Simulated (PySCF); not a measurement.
A species of formula C4H4F2 has this rotational fingerprint, computed with PBE0-D3(BJ)/def2-SVP geometry optimisation, gas phase in PySCF 2.14.0:

| Quantity | Value |
| --- | --- |
| Rotational constants | A = 9834, B = 1953, C = 1629 MHz |
| Dipole components | \|μa\| = 0.73 D, \|μb\| = 0.33 D, \|μc\| = 0.00 D |
| Inertial defect | 0.00 u·Å² |
| κ | -0.92 |

Question: Which structure is it? (One computed conformer of each.)
A. `FC1=C(F)CC1`
B. `[CH2:1]=[CH:2][CH:3]=[C:4]([F:5])[F:6]` with C1–C2–C3–C4 180°
C. `[F:1][CH2:2][C:3]1=[C:4]([F:5])[CH2:6]1` with F1–C2–C3–C4 -2°

Answer: B. It is C=CC=C(F)F, a near-prolate asymmetric top, point group Cs. The candidates at the same level (rigid rotor, commonest isotopes):

| SMILES | A (MHz) | B (MHz) | C (MHz) | μa (D) | μb (D) | μc (D) | Δ (u·Å²) | point group | rotor |
| --- | --- | --- | --- | --- | --- | --- | --- | --- | --- |
| C=CC=C(F)F | 9834 | 1953 | 1629 | 0.73 | 0.33 | 0.00 | 0.00 | Cs | near-prolate asymmetric top |
| FCC1=C(F)C1 | 6469 | 2301 | 1736 | 0.25 | 2.11 | 0.00 | -6.63 | Cs | asymmetric top |
| FC1=C(F)CC1 | 4871 | 3812 | 2199 | 0.00 | 2.05 | 0.00 | -6.52 | C2v | asymmetric top |

`FC1=C(F)CC1` has B 95 % too high; `FCC1=C(F)C1` has A 34 % too low. In the right answer the mirror of this Cs structure is the ab plane, so μc vanishes by symmetry. No structure here is proved a minimum.
